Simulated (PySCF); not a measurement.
# Which determinant of BC lies lowest?

Unrestricted PBE0; PySCF, no relativity, basis sets B def2-TZVP, C def2-TZVP. Outer shells of the fragments: B 2s2 2p1; C 2s2 2p2.

Followed along the bond (rough minima from three points):

```
2Ms+1   unpaired  ⟨S²⟩ at the start  R at minimum (Å)  Te (eV)
    4  σ ↑, π ↑↑               3.75              1.48     0.00
    2  σ ↓, π ↑↑               1.77              1.49     0.35
    2  σ ↑, π ↑↓               1.76              1.49     0.47
    2        π ↑               1.56              1.39     0.62
    2        σ ↑               0.76              1.50     1.49
```

Solutions found at the starting distance of 1.525 Å, counted from the lowest of them; the search is not exhaustive and high or unbound solutions are not listed, so other states can lie among these:

```json
{"2Ms+1": "4", "unpaired": "σ ↑, π ↑↑", "term": "⁴Σ⁻", "E (eV)": "0.00", "⟨S²⟩": "3.75", "⟨Lz²⟩": "0.00", "μ (D)": "-1.39"}
{"2Ms+1": "2", "unpaired": "σ ↓, π ↑↑", "term": "mixed", "E (eV)": "0.34", "⟨S²⟩": "1.77", "⟨Lz²⟩": "0.00", "μ (D)": "-1.33"}
{"2Ms+1": "2", "unpaired": "σ ↑, π ↑↓", "term": "mixed", "E (eV)": "0.46", "⟨S²⟩": "1.76", "⟨Lz²⟩": "2.01", "μ (D)": "-1.34"}
{"2Ms+1": "2", "unpaired": "π ↑", "term": "mixed", "E (eV)": "0.94", "⟨S²⟩": "1.56", "⟨Lz²⟩": "1.00", "μ (D)": "-1.04"}
{"2Ms+1": "2", "unpaired": "σ ↑", "term": "mixed", "E (eV)": "1.47", "⟨S²⟩": "0.76", "⟨Lz²⟩": "2.00", "μ (D)": "-1.36"}
{"2Ms+1": "4", "unpaired": "σ ↑↑, π ↑", "term": "⁴Π", "E (eV)": "1.56", "⟨S²⟩": "3.76", "⟨Lz²⟩": "1.01", "μ (D)": "-0.80"}
{"2Ms+1": "2", "unpaired": "π ↑", "term": "²Π", "E (eV)": "2.24", "⟨S²⟩": "0.75", "⟨Lz²⟩": "1.00", "μ (D)": "1.14"}
{"2Ms+1": "4", "unpaired": "π ↑↑↑", "term": "⁴Π", "E (eV)": "4.40", "⟨S²⟩": "3.78", "⟨Lz²⟩": "1.00", "μ (D)": "-0.93"}
```

A term symbol is given only where ⟨S²⟩ and ⟨Lz²⟩ are close to those of a pure state; real π, δ and φ orbitals otherwise mix terms. A positive dipole means B(−)C(+).
